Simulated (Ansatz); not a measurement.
# CHFSi (quintet): from Hartree-Fock to the top rungs, cc-pVDZ

An exercise on one series of results from a longer session: the logs are not shown, and one member is left open.

The runs use Ansatz 0.2.0, Gaussian basis; cc-pVDZ, core rule «outside noble gas», up to 7 orbitals frozen.

To be run: UHF; CCSD(T) on ROHF; CCSD(T) on UHF; BCCD(T) on ROHF; CISD as a restricted active space (open shells left free, so some higher excitations enter); CCSDT(Q) on ROHF; CCSDT(Q) on UHF; CASSCF and NEVPT2, 16 electrons in 13 orbitals.

4 further runs of the same task are left out: 4 set aside as unsound or not needed. Runs told in other sessions of the task aren't counted.

**What is computed**

The geometry is a PBE0/def2-TZVP stationary point (not a proven minimum) of the parent state, kept for this charge and spin.

4 atoms, charge 0, spin multiplicity 5.

Atoms are counted from 1 here; the program's logs count them from 0.

Bond lengths: F1–C2 1.331 Å, C2–Si3 1.857 Å, C2–H4 1.094 Å. Angles: F1–C2–Si3 123.4°, F1–C2–H4 109.0°, Si3–C2–H4 127.6°.

As a file:

```xyz
4
charge 0, multiplicity 5
F     0.0000   -0.3007    1.5334
C     0.0000    0.5190    0.4846
Si    0.0000   -0.0743   -1.2746
H     0.0000    1.5537    0.8407
```

The first run:

The input, in.yaml:

```yaml
crystal:
  periodic: [false, false, false]
  atoms:
    - {symbol: F, position_ang: [0.000000, -0.300700, 1.533384]}
    - {symbol: C, position_ang: [0.000000, 0.518965, 0.484561]}
    - {symbol: Si, position_ang: [0.000000, -0.074287, -1.274648]}
    - {symbol: H, position_ang: [0.000000, 1.553738, 0.840684]}
basis:
  gaussian: {orbitals: cc-pVDZ}
magnetization: {spin_polarized: true, initial_magnetization: 4}
hamiltonian: {xc: hf}
output: {orbitals: {seedname: orbitals}}
```

Launch:

```bash
$ ansatz run in.yaml --threads 1 --pin off --events-out ev --progress --plain --max-ram 2560MiB --backend cpu
```

Among the steps run: UHF; CCSD(T) on ROHF; CCSD(T) on UHF; BCCD(T) on ROHF; CISD as a restricted active space (open shells left free, so some higher excitations enter); CCSDT(Q) on ROHF; CCSDT(Q) on UHF; CASSCF and NEVPT2, 16 electrons in 13 orbitals.

One table of the session follows, with a row left open; its other results are not shown here.

| method | from UCCSDT(Q) (kJ/mol) |
| --- | --- |
| ROHF | +987.7 |
| UHF | +972.8 |
| RMP2 | ? |
| UMP2 | +100.5 |
| CISD | +109.0 |
| RCCSD | +28.2 |
| UCCSD | +27.9 |
| RCCSD(T) | +4.8 |
| UCCSD(T) | +4.8 |
| BCCD(T) | +4.7 |
| RCCSDT | +2.1 |
| UCCSDT | +2.0 |
| RCCSDT(Q) | +0.4 |
| UCCSDT(Q) | 0 |
| CASSCF valence | +781.5 |
| NEVPT2 valence | +136.0 |

**Question.** Estimate the row for RMP2.

As computed: from UCCSDT(Q) (kJ/mol): +98.9. In the column «from UCCSDT(Q) (kJ/mol)» it lies between RCCSD (+28.2) and UMP2 (+100.5).

Limits of these values: Restricted and unrestricted rows rest on different reference determinants; a gap between their highest levels can come from leftover correlation error, from unlike frozen cores or from another state.
